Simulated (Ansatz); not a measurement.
Relaxed structures of BSiH₅S, closed shell (PBE0-D4/def2-TZVP; forces vanish, vibrations not checked; lower isomers may exist, and structures with a doubtful reference or unclear bonds are left out; Å). Computed with Ansatz 0.2.0 (basis: def2-TZVPP); correlated methods freeze the cores.

Question: Rank them by CCSD(T) energy, lowest first, and give each one's height above the lowest. Links in brackets join atoms within 1.22 times the sum of their covalent radii (1.1 for two metals). (To be estimated.)
A.
BSiH₅S ([BH3][S][SiH2])
```
8
angstrom
B 0.8423 -0.8195 0.7014
S -0.5461 -0.9180 -0.7659
Si -1.0707 0.9715 -0.9118
H -2.0959 1.4033 -1.8889
H -0.5001 2.0537 -0.0875
H 0.9152 0.3438 1.0253
H 1.8164 -1.2574 0.1402
H 0.3663 -1.5539 1.5320
```
B.
BSiH₅S ([BH2][S][SiH3])
```
8
angstrom
B -1.0241 0.9388 -0.9921
S -1.0624 -0.7467 -0.4372
Si 0.7377 -0.7747 0.7484
H -1.9166 1.2940 -1.6979
H -0.1439 1.6798 -0.6713
H 0.6371 0.2215 1.8416
H 1.9104 -0.4730 -0.1070
H 0.8617 -2.1397 1.3155
```
C.
BSiH₅S ([SiH3][B][SH2])
```
8
angstrom
B -0.8401 -0.5764 -0.3699
S -1.1708 1.0743 -0.8098
Si 0.7464 -0.8884 0.7960
H -1.9277 1.2373 -1.9120
H -0.3839 2.2160 -1.0378
H 0.7870 0.0309 1.9725
H 1.9819 -0.6625 -0.0136
H 0.8035 -2.2784 1.3198
```
D.
BSiH₅S ([BH2][Si][SH3])
```
8
angstrom
B -1.0472 0.8888 -0.7612
S 0.6172 -0.7800 0.4094
Si -0.9738 -1.0349 -1.0209
H -1.8975 1.4398 -1.4111
H -0.3689 1.5917 -0.0498
H 0.9224 0.4628 0.8859
H 1.9479 -1.1595 0.2247
H 0.7010 -1.4024 1.6563
```

Answer: By the calculation: B (0.00 kcal/mol), A (37.48 kcal/mol), C (104.78 kcal/mol), D (140.84 kcal/mol). Heights count from the lowest.

No T1 diagnostic of these runs exceeds 0.023. The restricted Hartree–Fock reference is unstable towards an unrestricted one at one or more of these structures.

For scale, one of the runs: CCSD(T)/def2-TZVPP, 185 basis functions, launched by `ansatz run in.yaml --threads 2 --pin off --events-out ev --progress --plain --max-ram 4352MiB`. Time: 36 s of wall clock on 2 CPU threads of an Arm Neoverse V1; the host was shared. Peak host memory: 1.7 GiB.
